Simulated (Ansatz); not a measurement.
`CC(F)CO` + H₂ → `CC(C)F` + H₂O at 400 K and 1 bar (hydrogenolysis of a C–O bond).

Isolated molecules relaxed with PBE0-D4/def2-TZVP in Ansatz; ΔE leaves out vibrations. CCSD(T)/CBS is the MP2 limit (def2-TZVPP, def2-QZVPP) plus CCSD(T) − MP2 in def2-TZVPP, frozen cores. This one scheme is used for every species. Each species was taken in one conformer, which may not be the lowest.

```
  species  CCSD(T)/CBS energy (Eh)  H − E (kJ/mol)  S (J/(mol·K))
`CC(F)CO`               -293.33294           295.4          347.9
       H₂                 -1.17544            38.0          139.0
 `CC(C)F`               -218.16942           276.8          319.3
      H₂O                -76.37941            69.8          198.6
```

H − E and S are ideal-gas, rigid-rotor, harmonic terms from PBE0-D4/def2-TZVP, for one conformer and one mirror image of each species. For small species the MP2-based limit differs from directly extrapolated CCSD(T) by up to some mEh (0.8 for H₂); such offsets cancel only in part. 1 Eh = 2625.50 kJ/mol, R = 8.31446 J/(mol·K).

Task: By hand: ΔE, ΔH, ΔS and ΔG.

Result: ΔE = (-218.16942) + (-76.37941) − (-293.33294) − (-1.17544) = -0.04045 Eh = -106.2 kJ/mol. Δ(H − E) = 276.8 + 69.8 − 295.4 − 38.0 = 13.2, so ΔH = -93.0 kJ/mol. ΔS = 319.3 + 198.6 − 347.9 − 139.0 = 31.0 J/(mol·K). ΔG = -93.0 − 400 × (31.0)/1000 = -105.4 kJ/mol.

Task: By hand: the equilibrium constant, and the temperature at which ΔG would vanish if ΔH and ΔS stayed fixed.

Result: log₁₀ K = −ΔG/(RT ln 10) = 13.8. ΔH and −TΔS have one sign here, so there is no such temperature.

ΔH outweighs TΔS. A doubt of 5 kJ/mol in ΔE shifts log₁₀ K by 0.7 here. Other conformers and mirror images would add mixing entropy, several J/(mol·K) or more a flexible species. These are equilibria of isolated gas molecules and say nothing of rates. Largest T1 diagnostic: 0.010 (customary marks: 0.02 for closed shells, 0.045 for open ones).
